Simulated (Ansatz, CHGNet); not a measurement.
Zinc-blende AgI (metastable phase), lattice parameter a

Reference value: 6.499 Å (measured, temperature not stated, not corrected to a static lattice; as tabulated in Jana et al. (2018), arXiv:1803.03840).

```tsv
level (code)	value (Å)	difference (%)
CHGNet 0.3.0 (CHGNet)	6.634	+2.08
LDA (Ansatz)	6.348	-2.32
PBE (Ansatz)	6.628	+1.98
PBE-D4 (Ansatz)	6.493	-0.09
HSE06 (Ansatz)	6.618	+1.83
```

The reference's temperature isn't stated, so close values are not ranked against it. Off by more than 1.25 % (a bound picked here): CHGNet 0.3.0 (+2.08 %), LDA (-2.32 %), PBE (+1.98 %), HSE06 (+1.83 %).

The reference has no zero-point or thermal correction, while the calculations are for a static lattice, so the differences are not the levels' errors alone. A static lattice is as a rule a little smaller than the measured one.  Cutoffs and k meshes differ between the levels. Ansatz's density-functional and Hartree–Fock values are scalar-relativistic unless marked +SOC, with PAW data made under PBE.

Machine-learned potentials (CHGNet 0.3.0) are trained on DFT data, which may include these solids.

Differences are worked out from the printed values.

Ansatz is a quantum-chemistry and plane-wave program.
